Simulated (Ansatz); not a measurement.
Basis-set extrapolation for methacrylic acid, C₄H₆O₂ (PBE0-D4/def2-TZVP geometry, frozen core, Ansatz). Multiplicity 1, RHF reference.

```csv
,def2-TZVPP,def2-QZVPP
HF,-304.820674,-304.834175
MP2 correlation,-1.113832,-1.193283
CCSD(T) correlation,-1.191759,not run
```

Energies in hartree. Use E(X) = E(∞) + A·exp(−7.88·√X) for Hartree–Fock and E(X) = E(∞) + B·X^(−2.97) for correlation, with X = 3 and 4, and add CCSD(T) minus MP2 of the smaller set to the MP2 limit.

**Question.** What is the CCSD(T) energy at the basis-set limit?

**Answer.** HF limit: -304.834175 + (-0.013501) × 0.13774 = -304.83603. MP2 limit: -1.193283 + (-0.079451) × 0.74074 = -1.25214. Higher-order term: -1.191759 − (-1.113832) = -0.07793. Total: -306.16610 hartree, 403.5 kJ/mol below CCSD(T)/def2-TZVPP.
